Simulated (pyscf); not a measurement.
Thermochemistry of product channels of HO–B(F)–F (SMILES OB(F)F) + BH₃ (SMILES B) on the singlet surface, in kcal/mol, from ωB97M-D3(BJ)/def2-TZVP energies (ideal gas, 1 atm, RRHO with modes under 100 cm⁻¹ raised to 100, one conformer, R ln 2 for chiral ones without a mode under 150 cm⁻¹). Single points on ωB97X-D3(BJ)/def2-SVP structures (PySCF, gas phase).

| products | ΔE | ΔH(298 K) | ΔG(600 K) | ΔG(1200 K) |
|---|---|---|---|---|
| H₂B–OH (SMILES BO) + F–BH–F (SMILES FBF) | -5.9 | -4.5 | -6.3 | -7.3 |
| H₂B–O–B(F)–F (SMILES BOB(F)F) + H₂ (SMILES [H][H]) | -24.5 | -26.8 | -24.2 | -23.3 |

These are energies of the channels, which say nothing of barriers.
